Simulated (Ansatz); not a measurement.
# Si2H5 (SMILES [SiH2][SiH3]): UCCSD(T)/STO-3G

Aim: the vertical ionisation energy of Si2H5 at UCCSD(T)/STO-3G, from 2 runs. 

The results are computed with Ansatz 0.2.0.

29 further runs of the same task are left out: 29 set aside as unsound or not needed.

### 1 The molecule

The species is Si2H5 (7 atoms), meant as a doublet with charge 0. As SMILES, `[SiH2][SiH3]`. Geometry: relaxed at PBE0-D4/def2-TZVP.

Bond lengths: Si1–Si2 2.324 Å, Si1–H3 1.489 Å, Si1–H4 1.488 Å, Si2–H5 1.487 Å, Si2–H6 1.490 Å, Si2–H7 1.487 Å. Angles: Si1–Si2–H5 109.0°, Si1–Si2–H6 112.7°, Si1–Si2–H7 109.0°, Si2–Si1–H3 114.5°, Si2–Si1–H4 114.5°, H5–Si2–H6 108.5°, H5–Si2–H7 109.1°, H6–Si2–H7 108.5°, H3–Si1–H4 109.9°.

### 2 The energy at UCCSD(T)/STO-3G

Contents of input.yaml:

```yaml
crystal:
  periodic: [false, false, false]
  atoms:
    - {symbol: Si, position_ang: [-0.209600, -1.361200, -0.191100]}
    - {symbol: Si, position_ang: [0.357900, 0.889200, -0.062000]}
    - {symbol: H, position_ang: [-0.002600, -2.123900, 1.070300]}
    - {symbol: H, position_ang: [-1.573600, -1.624600, -0.725600]}
    - {symbol: H, position_ang: [0.210000, 1.502800, -1.408000]}
    - {symbol: H, position_ang: [-0.495800, 1.643100, 0.898600]}
    - {symbol: H, position_ang: [1.774900, 1.006800, 0.372200]}
basis:
  gaussian:
    orbitals: STO-3G
magnetization:
  spin_polarized: true
  initial_magnetization: 1
correlation:
  method: ccsd_t
  frozen_orbitals: {H: 0, Si: 5}
accuracy: high
scf:
  omitted_lower_state_checks: [cluster_reference, increment]
```

On the command line:

```bash
$ ansatz run input.yaml --threads 1 --pin off --max-ram 2610MiB --events-out events.jsonl --progress --plain --runs-dir runs
```

What it wrote, cut to the lines that bear on the results:

```text
Warning: RAYON_NUM_THREADS=1 ignored (pool sized by the plan → 1); use --threads N
Functional definition: HF
  name "HF"
[...]
410 factors; integrals over basis functions are off by at most 4.9e-9 eV
[...]
mean field -15620.92645191 eV, -574.0584588633 hartree, gradient 1.1e-8 eV, S^2 0.754385; 0 other end points of the search recorded, 0 dependent functions left out
10 core orbitals not correlated: weight in the atoms' cores, before any rotation towards them, 1.000 or more for the frozen orbitals, at most 0.000 for the correlated occupied ones
reference -15620.92645191 eV, -574.0584588633 hartree; 7, 6 occupied and 6, 7 virtual orbitals, 410 factors
second order -1.94730633 eV of doubles, -0.00000000 eV of singles
cycle   1  -2.56485415 eV  change   -6.2e-1 eV  update   6.7e-2
[...]
cycle  20  -2.91811022 eV  change  -9.4e-10 eV  update  6.9e-10
perturbative correction -0.02228986 eV, -0.0008191372 hartree
Total energy: -15623.86685199 eV, -574.1665165733 hartree
Checks for a lower state left out: cluster_reference, increment
```

Run time: 0.28 s. Hardware: 1 thread of Arm Neoverse V1, shared host.

### 3 The singlet cation, same level

Contents of in.yaml:

```yaml
basis:
  gaussian:
    orbitals: STO-3G
crystal:
  periodic: [false, false, false]
  atoms:
    - {symbol: Si, position_ang: [-0.209600, -1.361200, -0.191100]}
    - {symbol: Si, position_ang: [0.357900, 0.889200, -0.062000]}
    - {symbol: H, position_ang: [-0.002600, -2.123900, 1.070300]}
    - {symbol: H, position_ang: [-1.573600, -1.624600, -0.725600]}
    - {symbol: H, position_ang: [0.210000, 1.502800, -1.408000]}
    - {symbol: H, position_ang: [-0.495800, 1.643100, 0.898600]}
    - {symbol: H, position_ang: [1.774900, 1.006800, 0.372200]}
total_charge: 1
correlation:
  method: ccsd_t
  frozen_orbitals: {H: 0, Si: 5}
accuracy: high
scf:
  omitted_lower_state_checks: [cluster_reference, increment]
```

On the command line:

```bash
$ ansatz run in.yaml --threads 1 --pin off --max-ram 2610MiB --events-out events.jsonl --progress --plain --runs-dir runs
```

What it wrote, cut to the lines that bear on the results:

```text
Warning: RAYON_NUM_THREADS=1 ignored (pool sized by the plan → 1); use --threads N
[... 2 set-up lines as earlier in the session ...]
[...]
408 factors; integrals over basis functions are off by at most 4.9e-9 eV
[...]
mean field -15615.82623805 eV, -573.8710294611 hartree, gradient 3.1e-8 eV, S^2 0.000000; 0 other end points of the search recorded, 0 dependent functions left out
10 core orbitals not correlated: weight in the atoms' cores, before any rotation towards them, 1.000 or more for the frozen orbitals, at most 0.000 for the correlated occupied ones
reference -15615.82623805 eV, -573.8710294611 hartree; 6, 6 occupied and 7, 7 virtual orbitals, 408 factors
second order -2.10822255 eV of doubles, -0.00000000 eV of singles
cycle   1  -2.76449863 eV  change   -6.6e-1 eV  update   7.1e-2
[...]
cycle  22  -3.13493722 eV  change  -4.7e-10 eV  update  2.8e-10
perturbative correction -0.03043489 eV, -0.0011184617 hartree
Total energy: -15618.99161016 eV, -573.9873547406 hartree
Checks for a lower state left out: cluster_reference, increment
```

Wall time 0.2 s (1 thread of Arm Neoverse V1, shared host).

### 4 Results

At UCCSD(T)/STO-3G, 10 core orbitals frozen:

| quantity | value |
| --- | --- |
| doublet Si2H5: total energy | -574.16652 Eh |
| doublet Si2H5: correlation energy (10 core orbitals frozen) | -108.1 mEh |
| doublet Si2H5: (T) correction | -0.82 mEh |
| doublet Si2H5: ⟨S²⟩ of the reference determinant | 0.754 |
| doublet Si2H5: T1 diagnostic | 0.004 |
| singlet cation: total energy | -573.98735 Eh |
| singlet cation: correlation energy (10 core orbitals frozen) | -116.3 mEh |
| singlet cation: (T) correction | -1.12 mEh |
| singlet cation: T1 diagnostic | 0.008 |
| vertical ionisation energy (to the singlet cation) | 4.875 eV |

What this shows: Removing an electron at fixed nuclei costs 4.88 eV (470 kJ/mol). Only the singlet of the ionised species was computed; a triplet could lie lower. In a minimal basis such a difference can be off by several eV, whatever the method. The triples (doublet Si2H5) make up 0.8 % of the correlation energy. The triples (singlet cation) make up 1.0 % of the correlation energy.
